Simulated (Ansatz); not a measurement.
A made-up structure of CH₃NS, singlet:

N1  (-1.055, -0.028, -0.227)
C2  (0.202, -0.037, -0.334)
S3  (1.284, 0.119, 1.029)
H4  (-1.496, -0.132, -1.139)
H5  (0.762, -0.141, -1.270)
H6  (-1.498, -0.026, 0.691)
(Å)

It is relaxed with PBE-D4/def2-SVP and then PBE0-D4/def2-TZVP (Ansatz 0.2.0). Atoms count as bonded within 1.22 times the sum of their covalent radii (H–H: 0.88 Å). The end point is not checked to be a true minimum.

(1) Does its bonding change? (A judgement: the text doesn't fix the answer.)

Answers

(1) The calculation gives: No: no bond forms or breaks.

Where it ends: The first stage lowers the energy by 0.56 eV in 6 steps. It ends as CH₃NS ([NH2][CH][S]):
```xyz
6
angstrom
N -1.0276 -0.0607 -0.2552
C 0.3063 -0.0333 -0.2709
S 1.2779 0.1027 1.0308
H -1.5631 -0.1473 -1.1013
H 0.7172 -0.1135 -1.2798
H -1.5103 0.0067 0.6264
```

Labels in which every atom is bracketed show which atoms are joined, not bond orders.

For scale, one of the runs: PBE0-D4/def2-TZVP relaxation, 117 basis functions, launched by `ansatz run in.yaml --threads 2 --pin off --events-out ev --progress --plain --max-ram 4352MiB`. The run took about 15 s on 2 CPU threads of an Intel Xeon Platinum 8488C (shared host).
